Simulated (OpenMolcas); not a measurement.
# HF/def2-TZVP run of C2H4Si (ethynylsilane)

Aim: the vertical singlet–triplet gap of C2H4Si (ethynylsilane) at HF/def2-TZVP, from 2 runs. 

The results are computed with OpenMolcas 26.06.

## 1. The system as given

C2H4Si: 7 atoms, total charge 0, spin state singlet. SMILES: `C#C[SiH3]`. Geometry: relaxed at PBE0-D4/def2-TZVP.

Bond lengths: C1–C2 1.206 Å, C2–Si3 1.823 Å, C1–H4 1.066 Å, Si3–H5 1.483 Å, Si3–H6 1.483 Å, Si3–H7 1.483 Å. Angles: C1–C2–Si3 180.0°, C2–C1–H4 180.0°, C2–Si3–H5 109.3°, C2–Si3–H6 109.3°, C2–Si3–H7 109.3°, H5–Si3–H6 109.6°, H5–Si3–H7 109.6°, H6–Si3–H7 109.6°.

## 2. A single-point energy at HF/def2-TZVP

struct.xyz

```xyz
7

C     -0.580700    -1.871400     0.172200
C     -0.218500    -0.726500     0.062400
Si     0.329800     1.004300    -0.103800
H     -0.901000    -2.883500     0.269300
H     -0.094500     1.528300    -1.425000
H     -0.281700     1.818100     0.974900
H      1.807900     1.062900     0.004400
```

job.input

```
* C2H4Si Hartree-Fock
&GATEWAY
BASLIB=$CurrDir
COORD=struct.xyz
BASIS=def2-TZVP
GROUP=NoSym
&SEWARD
&SCF
PRORBITALS=1 1
```

The basis set def2-TZVP is read from a file made from the Basis Set Exchange's data (not shown).

The run is started by

```console
$ export MOLCAS_MEM=1860
$ pymolcas job.input > job.log
```

The log of the run:

```text
--- Start Module: gateway ---
[...]
--- Stop Module: gateway /rc=_RC_ALL_IS_WELL_ ---
--- Start Module: seward ---
[...]
      Basis functions          123
--- Stop Module: seward /rc=_RC_ALL_IS_WELL_ ---
[...]
--- Start Module: scf ---
[...]
       Convergence after  10 Iterations
[...]
::    Total SCF energy                               -366.9764153306
[...]
      Total spin, S                                     0.0000000000
[...]
      Total electronic charge=   30.000000
      Total            charge=   -0.000000
[...]
      Dipole Moment (debye):
      Origin of the operator (angstrom)=    0.0031   -0.0275   -0.0048
                   X= -1.5015E-01               Y= -4.7587E-01               Z=  4.5840E-02           Total=  5.0110E-01
      Quadrupole Moment (debye*angstrom):
[...]
--- Stop Module: scf /rc=_RC_ALL_IS_WELL_ ---
[...]
```

Wall time 22 s (1 thread of Arm Neoverse N1, shared host); peak memory 0.8 GiB.

## 3. The triplet at the same level

struct.xyz is that of step 2.

job.inp

```
>>> EXPORT MOLCAS_PRINT=2

&GATEWAY
 BasLib=$CurrDir
 Coord=struct.xyz
 Basis=def2-TZVP
 Group=NoSym

&SEWARD

&SCF
 UHF
 Spin=3
 PrOrbitals=1 1
```

The basis set def2-TZVP is read from a file made from the Basis Set Exchange's data (not shown).

The run is started by

```console
$ export MOLCAS_MEM=1860
$ pymolcas job.inp > job.log
```

The log of the run:

```text
--- Start Module: gateway ---
[...]
--- Stop Module: gateway /rc=_RC_ALL_IS_WELL_ ---
--- Start Module: seward ---
[...]
      Basis functions          123
--- Stop Module: seward /rc=_RC_ALL_IS_WELL_ ---
[...]
--- Start Module: scf ---
[...]
       Convergence after  21 Iterations
[...]
::    Total SCF energy                               -366.8149363494
[...]
      Total spin, S                                     1.0069022050
[...]
      Total electronic charge=   30.000000
      Total            charge=   -0.000000
[...]
      Dipole Moment (debye):
      Origin of the operator (angstrom)=    0.0031   -0.0275   -0.0048
                   X= -2.8724E-01               Y= -9.6504E-01               Z=  1.1200E-01           Total=  1.0131E+00
      Quadrupole Moment (debye*angstrom):
[...]
--- Stop Module: scf /rc=_RC_ALL_IS_WELL_ ---
[...]
```

Wall time 38 s (1 thread of Arm Neoverse N1, shared host); peak memory 0.8 GiB.

## 4. Results

At HF/def2-TZVP:

| quantity | value |
| --- | --- |
| singlet: total energy | -366.97642 Eh |
| singlet: dipole moment | 0.50 D |
| singlet: HOMO energy | -11.02 eV |
| singlet: LUMO energy | 3.44 eV |
| singlet: HOMO–LUMO gap | 14.46 eV |
| triplet: total energy | -366.81494 Eh |
| triplet: dipole moment | 1.01 D |
| triplet: HOMO energy (highest over α and β) | -6.21 eV |
| triplet: LUMO energy (lowest over α and β) | 0.17 eV |
| triplet: ⟨S²⟩ | 2.021 |
| vertical energy of the triplet above the singlet | 4.394 eV |

In words: At this shape the triplet lies 4.39 eV (101 kcal/mol) above the singlet. Mulliken charges (singlet) run from -0.26 on C2 to +0.42 on Si3; they depend strongly on the basis.
